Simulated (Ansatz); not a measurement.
**Structure optimisation: nickel, fcc**

Computed with DFT, RPBE, plane waves (420 eV) with PAW, scalar-relativistic in Ansatz 0.2.0. The PAW files were generated under PBE, with cores re-solved for the functional.

k-point mesh 15×15×15, Fermi-Dirac smearing 0.05 eV, starting moments 0.80 μB. Cell and atoms relax.

Starting structure:

```yaml
crystal:
  lattice:
    - [0.0, 1.76194, 1.76194]
    - [1.76194, 0.0, 1.76194]
    - [1.76194, 1.76194, 0.0]
  atoms:
    - { symbol: Ni, position: [0.0, 0.0, 0.0], spin: 0.8 }
hamiltonian:
  xc: rpbe
  pseudopotentials:
    kind: paw
    azcp:
      Ni: "pseudopotentials/Ni.paw.azcp"
basis:
  ecutwfc: 420
  fft_grid_basis: typed
kpoints:
  mp_grid: { grid: [15, 15, 15], shift: [0, 0, 0] }
magnetization:
  spin_polarized: true
scf:
  occupations: { method: fermi_dirac, width: 0.05 }
relax:
  max_steps: 60
  f_tol: 0.01
  cell: {}
```

Task: What cell does the relaxation end in?

Result: Fm-3m (spin ignored) with a = 3.553 Å; 11.22 Å³ per atom against 10.94 at the start (2.5 %).

Task: How much energy does the relaxation gain?

Result: 4.0 meV per atom.

Task: Which magnetic state does it end in?

Result: ferromagnetic, net 0.66 μB per atom; moments 0.71 μB.
